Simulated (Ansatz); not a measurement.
Two isomers of C4H8O: A = `C=C(C)OC`, B = `CC1(C)CO1`.

Program: Ansatz. Geometries: PBE0-D4/def2-TZVP. ΔE: electronic, gas phase. CCSD(T)/CBS is the MP2 limit (def2-TZVPP, def2-QZVPP) plus CCSD(T) − MP2 in def2-TZVPP, frozen cores. DFT in def2-TZVPP. B3LYP here is the variant with VWN-RPA as its local correlation; programs differ in this. Each species was taken in one conformer, which may not be the lowest.

A:

```xyz
13

C    -0.4371   -0.8850   -0.9729
C    -0.0310   -0.3857    0.1955
C     0.1221   -1.1816    1.4448
O     0.2998    0.9061    0.4205
C     0.2072    1.7927   -0.6667
H    -0.6771   -1.9363   -1.0414
H    -0.5419   -0.2892   -1.8682
H    -0.5182   -0.7757    2.2324
H    -0.1403   -2.2248    1.2764
H     1.1531   -1.1269    1.8039
H     0.5095    2.7706   -0.2955
H    -0.8188    1.8467   -1.0467
H     0.8728    1.4891   -1.4822
```

B:

Z-matrix (Å, degrees):
```
C
C 1 1.502
H 1 1.093 2 110.7
H 1 1.091 2 110.7 3 120.7
H 1 1.093 2 110.3 3 -119.4
C 2 1.501 1 116.0 3 61.1
C 2 1.461 1 119.7 3 -94.8
O 2 1.427 1 114.7 3 -161.6
H 6 1.091 2 110.7 1 178.2
H 6 1.093 2 110.8 1 -61.1
H 6 1.093 2 110.3 1 58.3
H 7 1.088 2 119.6 1 153.9
H 7 1.088 2 119.6 1 1.1
```

Problem. Which isomer does CCSD(T)/CBS put lower? Give the gap. (Best estimate.)

Solution. Computed: A, by 14.0 kJ/mol.

Problem. Give E(B) − E(A) in kJ/mol with MP2/def2-TZVPP, B3LYP, CCSD(T)/def2-TZVPP, ωB97M-V, B3LYP-D4, PBE0-D4, HF/def2-TZVPP. (An estimate is asked.)

Solution. The calculation gave: MP2/def2-TZVPP 5.4, B3LYP 27.1, CCSD(T)/def2-TZVPP 13.7, ωB97M-V 12.8, B3LYP-D4 26.7, PBE0-D4 6.9, HF/def2-TZVPP 30.2. None reverses the order clearly.

Largest T1 diagnostic: 0.012.

In def2-TZVPP, CCSD(T) changes the Hartree–Fock value by −16.5 kJ/mol (the triples alone add +0.2 kJ/mol) and MP2 by −24.8 kJ/mol. From PBE to PBE0 (25 % exact exchange), in def2-TZVPP and without D4, E(B) − E(A) moves by −4.0 kJ/mol.
